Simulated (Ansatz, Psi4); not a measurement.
# Heat of formation of C3H3 (propargyl radical) from total energies

C3H3 has 6 atoms, charge 0, and is taken as a doublet. SMILES: `[CH]=C=C`. Geometry: relaxed at PBE0-D4/def2-TZVP.

```xyz
6

C    -1.2974   -0.3720   -0.6607
C    -0.2433   -0.0698   -0.1240
C     0.9337    0.2678    0.4753
H    -2.2160   -0.6357   -1.1281
H     1.8651    0.2344   -0.0758
H     0.9580    0.5754    1.5132
```

Total energies at UBLYP/def2-SVPD (Psi4 1.11); the atoms run unrestricted:

```tsv
species	state	energy (Eh)
C3H3	doublet	-115.872227
C	triplet	-37.801743
H	doublet	-0.496404
```

Harmonic wavenumbers at UPBE0-D4/def2-TZVP, in cm⁻¹: 359, 408, 472, 643, 690, 1025, 1100, 1451, 2017, 3166, 3260, 3474.

Measured heats of formation of the gaseous atoms at 298.15 K, in kJ/mol: C 716.9, H 218.0. Take 1 Eh = 2625.50 kJ/mol, 1 cm⁻¹ = 0.0119627 kJ/mol, RT = 2.479 kJ/mol.

**Question.** What heat of formation follows?

**Answer.** 
1. Electronic atomisation energy: 3 × (-37.801743) + 3 × (-0.496404) − (-115.872227) = 0.977786 Eh = 2567.2 kJ/mol.
2. Zero-point energy: half the sum of the wavenumbers, 9032.5 cm⁻¹ = 108.1 kJ/mol.
3. Thermal vibrational enthalpy, Σ hcν̃/(exp(hcν̃/kT) − 1): 3.2 kJ/mol. Translation, rotation and pV of a non-linear molecule: 4 RT = 9.9 kJ/mol.
4. The 6 free atoms carry 5/2 RT each: 37.2 kJ/mol.
5. Spin-orbit coupling lowers the free atoms by 3 × 0.02 = 0.1 kJ/mol.
6. Atomisation enthalpy at 298 K: 2567.2 − 0.1 − 108.1 − 3.2 − 9.9 + 37.2 = 2483.1 kJ/mol.
7. Sum of the atoms' heats of formation: 2804.7 kJ/mol. Heat of formation: 2804.7 − 2483.1 = +321.6 kJ/mol.

The tabulated value is +351.5 kJ/mol (Active Thermochemical Tables), so this level is off by -29.9 kJ/mol, or 1.2 % of the atomisation enthalpy that the table implies (2453.1 kJ/mol). Gradient-corrected functionals often overbind somewhat. Anharmonicity and any spin-orbit splitting of the molecule are left out.
